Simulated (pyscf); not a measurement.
Structures and frequencies: ωB97X-D3(BJ)/def2-SVP in PySCF.

For the elementary gas-phase step `[ClH]` + `[Cl][GaH][Cl]` -> `[Cl][Ga]([Cl])[Cl]` + `[H][H]` (singlet surface; Cl–H, Ga–H broken, Cl–Ga, H–H formed), what barrier and reaction energy does ωB97M-D3(BJ)/def2-TZVP give, measured from the separated reactants?

ΔE‡ = 55.6 kJ/mol, ΔE = -79.9 kJ/mol. Zero-point energy shifts the barrier by +0.9 kJ/mol. It is a four-centre exchange, with an imaginary mode of 1177i cm⁻¹. On the reactant side the descent ends in an adduct with a Cl–Ga contact, 30.7 kJ/mol under the separated species and 73.1 kJ/mol under the saddle at ωB97X-D3(BJ)/def2-TZVP. What is counted as formed (Cl–Ga) is already present as a longer contact in the reactant adduct; forming that adduct is a step of its own. At ωB97X-D3(BJ)/def2-TZVP the barrier from the zero used here is 42.4 kJ/mol. This is the saddle that the search found; another between the same sides may lie lower. Elements up to Kr have no core potential and no relativistic terms here.
